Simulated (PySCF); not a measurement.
# A search over the determinants of MgS

Unrestricted PBE0; basis Mg pcseg-2, S pcseg-2; no relativity; PySCF 2.14. Outer shells of the fragments: Mg 3s2; S 3s2 3p4.

Followed along the bond (rough minima from three points):

| 2Ms+1 | unpaired | ⟨S²⟩ at the start | R at minimum (Å) | Te (eV) |
| --- | --- | --- | --- | --- |
| 1 | none | 0.00 | 2.14 | 0.00 |
| 3 | σ ↑, π ↑ | 2.01 | 2.35 | 0.16 |
| 1 | σ ↓, π ↑ | 1.01 | 2.35 | 0.22 |
| 3 | σ ↑↑ | 2.01 | 2.29 | 1.44 |

Solutions found at the starting distance of 2.340 Å, counted from the lowest of them; the search is not exhaustive and high or unbound solutions are not listed, so other states can lie among these:

| 2Ms+1 | unpaired | term | E (eV) | ⟨S²⟩ | ⟨Lz²⟩ | μ (D) |
| --- | --- | --- | --- | --- | --- | --- |
| 3 | σ ↑, π ↑ | ³Π | 0.00 | 2.01 | 1.01 | -3.08 |
| 1 | σ ↓, π ↑ | mixed | 0.05 | 1.01 | 1.01 | -3.12 |
| 1 | none | ¹Σ⁺ | 0.06 | 0.00 | 0.00 | -8.12 |
| 3 | σ ↑↑ | ³Σ⁺ | 1.29 | 2.01 | 0.00 | -3.87 |
| 3 | π ↑↑ | mixed | 2.85 | 2.01 | 2.01 | -4.22 |
| 1 | π ↑↓ | mixed | 3.00 | 1.04 | 2.01 | -4.11 |
| 3 | π ↑↑ | mixed | 3.01 | 2.01 | 2.01 | -4.26 |
| 3 | π ↑↑ | ³Σ⁻ | 3.02 | 2.01 | 0.00 | 4.29 |
| 1 | π ↑↓ | mixed | 3.43 | 1.01 | 2.02 | 4.28 |
| 1 | none | mixed | 4.87 | 0.00 | 2.01 | 4.25 |

A term symbol is given only where ⟨S²⟩ and ⟨Lz²⟩ are close to those of a pure state; real π, δ and φ orbitals otherwise mix terms. A positive dipole means Mg(−)S(+).

Question: Compare the gap between the two lowest followed solutions at the starting distance with the gap between their minima.

Answer: At PBE0 the second solution (triplet, unpaired electrons σ ↑, π ↑) lies -0.06 eV from the first (singlet, closed shell) at 2.340 Å and +0.16 eV at the minima; the two curves relax by different amounts, since their minima lie near 2.35 and 2.14 Å.

Counting both spins, an empty level lies below a filled one in some of these solutions, because spin and occupation are held.
